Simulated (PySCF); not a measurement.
sulfur dioxide cation (O2S), SMILES S(=O)=O (connectivity only; charge and spin as stated), charge +1, multiplicity 2.

Geometry: PBE0-D3(BJ)/def2-TZVP. The spin state was assumed, not searched.

Two levels are set side by side: PBE/def2-TZVPD (PySCF) and PBE0/def2-TZVPD (PySCF). Same geometry, gas phase. Differences are taken from unrounded values.

```json
[
 {"quantity": "α-spin orbital gap (eV)", "PBE0": "6.93"},
 {"quantity": "β-spin orbital gap (eV)", "PBE0": "4.49"},
 {"quantity": "mean polarisability (bohr³)", "PBE0": "21.4"}
]
```

Task: What does PBE give, and how far is it from PBE0? (The exact figures need the calculation; the answer reports its results.)

Result: 
| quantity | PBE | PBE minus PBE0 |
|---|---|---|
| α-spin orbital gap (eV) | 4.22 | -2.71 |
| β-spin orbital gap (eV) | 1.95 | -2.54 |
| mean polarisability (bohr³) | 21.4 | 0.0 |

Rough cost on one machine, each run with all the roots and properties that it gave: PBE0 against PBE within a factor of 2.
